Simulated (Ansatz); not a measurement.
# H2O2 (hydrogen peroxide): levels of theory compared

Wanted: a comparison of 6 runs (HF/def2-TZVPP, B3LYP/def2-TZVPP, CAM-B3LYP/def2-TZVPP, HSE06/def2-TZVPP, SVWN5/def2-TZVPP, CCSD/def2-TZVPP) of H2O2 (hydrogen peroxide). 

Program for the calculation: Ansatz 0.2.0.

38 further runs of the same task are left out: 38 set aside as unsound or not needed.

## 1. The structure to begin with

H2O2: 4 atoms, total charge 0, spin state singlet. SMILES: `OO`. The O1–H3 distance was set to 1.737 Å, away from the relaxed value. At this shape a bond of the SMILES string is far longer than usual.

Bond lengths: O1–O2 1.426 Å, O2–H4 0.965 Å. Angles: O1–O2–H4 101.1°.

## 2. The energy at HF/def2-TZVPP (run 1)

Input file molecule.yaml:

```yaml
crystal:
  periodic: [false, false, false]
  atoms:
    - symbol: O
      position_ang: [-1.025388, -0.152357, -0.318858]
    - symbol: O
      position_ang: [-0.490288, 1.157143, -0.142558]
    - symbol: H
      position_ang: [0.186400, -1.117000, 0.467400]
    - symbol: H
      position_ang: [-0.286488, 1.398543, -1.054358]
basis:
  gaussian: {orbitals: def2-TZVPP}
hamiltonian: {xc: hf}
accuracy: high
output: {orbitals: {seedname: orbitals}}
```

The run is started by

```console
$ ansatz run molecule.yaml --threads 1 --pin off --max-ram 3480MiB --events-out events.jsonl --progress --plain --runs-dir runs
```

Output:

```text
Warning: RAYON_NUM_THREADS=1 ignored (pool sized by the plan → 1); use --threads N
Functional definition: HF
  name "HF"
  exchange = exact_x
  correlation = 0
1514 factors; integrals over basis functions are off by at most 3.6e-9 eV
mean field evaluation 1: about -4097.9445 eV, gradient 2.7e1 eV
mean field evaluation 2: about -4097.9488 eV, gradient 2.7e1 eV
mean field evaluation 4: about -4099.9073 eV, gradient 3.7e0 eV
mean field evaluation 8: about -4099.9844 eV, gradient 2.7e-1 eV
mean field evaluation 16: about -4099.9851 eV, gradient 2.0e-8 eV
mean field -4099.98509445 eV, -150.6716731512 hartree, gradient 2.0e-8 eV, S^2 0.000000; 0 other end points of the search recorded, 0 dependent functions left out
reference -4099.98509445 eV, -150.6716731512 hartree; 9, 9 occupied and 81, 81 virtual orbitals, 1514 factors
Total energy: -4099.98509445 eV, -150.6716731512 hartree
```

It took 1.4 s on 1 thread of Arm Neoverse V2, shared host; peak memory 0.16 GiB.

## 3. The energy at B3LYP/def2-TZVPP (run 2)

Input file input.yaml:

```yaml
crystal:
  periodic: [false, false, false]
  atoms:
    - symbol: O
      position_ang: [-1.025388, -0.152357, -0.318858]
    - symbol: O
      position_ang: [-0.490288, 1.157143, -0.142558]
    - symbol: H
      position_ang: [0.186400, -1.117000, 0.467400]
    - symbol: H
      position_ang: [-0.286488, 1.398543, -1.054358]
basis:
  gaussian:
    orbitals: def2-TZVPP
hamiltonian:
  xc: {name: B3LYP}
accuracy: high
output: {orbitals: {seedname: orbitals}}
```

The run is started by

```console
$ ansatz run input.yaml --threads 1 --pin off --max-ram 3480MiB --events-out events.jsonl --progress --plain --runs-dir runs
```

Output:

```text
Warning: RAYON_NUM_THREADS=1 ignored (pool sized by the plan → 1); use --threads N
Functional definition: B3LYP
  name "B3LYP"
  parameter a0 = 0.2
  parameter ax = 0.72
  parameter ac = 0.81
  exchange = (1 - a0 - ax)*slater_x + ax*b88_x + a0*exact_x
  correlation = (1 - ac)*vwn_rpa_c + ac*lyp_c
1514 factors; integrals over basis functions are off by at most 3.6e-9 eV
mean field evaluation 1: about -4117.1767 eV, gradient 4.8e1 eV
mean field evaluation 2: about -4096.4560 eV, gradient 1.0e2 eV
mean field evaluation 4: about -4122.1478 eV, gradient 9.2e0 eV
mean field evaluation 8: about -4122.3234 eV, gradient 1.7e-1 eV
mean field evaluation 16: about -4122.3235 eV, gradient 1.6e-5 eV
mean field -4122.32352281 eV, -151.4925952520 hartree, gradient 3.4e-8 eV, S^2 0.000000; 0 other end points of the search recorded, 0 dependent functions left out
reference -4122.32355385 eV, -151.4925963928 hartree; 9, 9 occupied and 81, 81 virtual orbitals, 1514 factors
Total energy: -4122.32355385 eV, -151.4925963928 hartree
```

Wall time 2.6 s (1 thread of Arm Neoverse V2, shared host); peak memory 0.18 GiB.

Runs 3 to 4 aren't shown in full; the table further down has their settings and results.

## 4. The energy at SVWN5/def2-TZVPP (run 5)

Input file job.yaml:

```yaml
crystal:
  periodic: [false, false, false]
  atoms:
    - {symbol: O, position_ang: [-1.025388, -0.152357, -0.318858]}
    - {symbol: O, position_ang: [-0.490288, 1.157143, -0.142558]}
    - {symbol: H, position_ang: [0.186400, -1.117000, 0.467400]}
    - {symbol: H, position_ang: [-0.286488, 1.398543, -1.054358]}
basis:
  gaussian: {orbitals: def2-TZVPP}
hamiltonian: {xc: {name: SVWN5}}
accuracy: high
output: {orbitals: {seedname: orbitals}}
```

The run is started by

```console
$ ansatz run job.yaml --threads 1 --pin off --max-ram 3480MiB --events-out events.jsonl --progress --plain --runs-dir runs
```

Output:

```text
Warning: RAYON_NUM_THREADS=1 ignored (pool sized by the plan → 1); use --threads N
Functional definition: SVWN5
  name "SVWN5"
  exchange = slater_x
  correlation = vwn5_c
1514 factors; integrals over basis functions are off by at most 3.6e-9 eV
mean field evaluation 1: about -4086.9248 eV, gradient 5.3e1 eV
mean field evaluation 2: about -4052.5781 eV, gradient 1.3e2 eV
mean field evaluation 4: about -4091.8212 eV, gradient 2.9e1 eV
mean field evaluation 8: about -4093.2071 eV, gradient 7.7e-1 eV
mean field evaluation 16: about -4093.2096 eV, gradient 1.5e-4 eV
mean field -4093.20958068 eV, -150.4226776129 hartree, gradient 6.6e-8 eV, S^2 0.000000; 0 other end points of the search recorded, 0 dependent functions left out
reference -4093.20958323 eV, -150.4226777065 hartree; 9, 9 occupied and 81, 81 virtual orbitals, 1514 factors
Total energy: -4093.20958323 eV, -150.4226777065 hartree
```

It took 1.8 s on 1 thread of Arm Neoverse V2, shared host; peak memory 0.16 GiB.

## 5. The energy at CCSD/def2-TZVPP (run 6)

Input file input.yaml:

```yaml
basis:
  gaussian: {orbitals: def2-TZVPP}
crystal:
  periodic: [false, false, false]
  atoms:
    - {symbol: O, position_ang: [-1.025388, -0.152357, -0.318858]}
    - {symbol: O, position_ang: [-0.490288, 1.157143, -0.142558]}
    - {symbol: H, position_ang: [0.186400, -1.117000, 0.467400]}
    - {symbol: H, position_ang: [-0.286488, 1.398543, -1.054358]}
correlation: {method: ccsd, frozen_orbitals: {H: 0, O: 1}}
accuracy: high
scf: {omitted_lower_state_checks: [cluster_reference, increment]}
```

The run is started by

```console
$ ansatz run input.yaml --threads 1 --pin off --max-ram 3480MiB --events-out events.jsonl --progress --plain --runs-dir runs
```

Output:

```text
Warning: RAYON_NUM_THREADS=1 ignored (pool sized by the plan → 1); use --threads N
[... 12 lines left out ...]
2 core orbitals not correlated: weight in the atoms' cores, before any rotation towards them, 1.000 or more for the frozen orbitals, at most 0.000 for the correlated occupied ones
[... 36 lines left out ...]
Total energy: -4114.81366250 eV, -151.2166129759 hartree
Checks for a lower state left out: cluster_reference, increment
```

Wall time 11 s (1 thread of Arm Neoverse V2, shared host); peak memory 0.56 GiB.

## 6. The series

```csv
run,level,frozen core orbitals,energy (Eh),HOMO energy (eV),LUMO energy (eV),HOMO–LUMO gap (eV),wall time
1,HF/def2-TZVPP,–,-150.671673,-11.49,-0.09,11.40,1.4 s
2,B3LYP/def2-TZVPP,–,-151.492596,-7.72,-3.90,3.83,2.6 s
3,CAM-B3LYP/def2-TZVPP,–,-151.433913,-9.37,-2.52,6.85,3 s
4,HSE06/def2-TZVPP,–,-151.316478,-7.49,-3.94,3.55,2.8 s
5,SVWN5/def2-TZVPP,–,-150.422678,-6.30,-4.51,1.79,1.8 s
6,CCSD/def2-TZVPP,2,-151.216613,–,–,–,11 s
```

## 7. Summary of results

| quantity | value |
| --- | --- |
| run 6: total energy | -151.21661 Eh |
| run 6: correlation energy (2 core orbitals frozen) | -544.9 mEh |
| run 6: T1 diagnostic | 0.024 |

What this shows: Over runs 1, 2, 3, 4, 5 the HOMO–LUMO gap runs from 1.79 eV (SVWN5/def2-TZVPP) to 11.40 eV (HF/def2-TZVPP). Exact exchange widens orbital gaps. Totals of different functionals can't be ranked against each other. In run 6 the log says that unrestricted orbitals would lower the reference, so the values rest on an unstable closed-shell determinant (other closed-shell runs at this shape may share the fault). In runs 1, 2, 3, 4, 5, 6 a closed-shell determinant meets a far-stretched bond, which it describes badly. All runs together took 22 s, the longest 11 s.
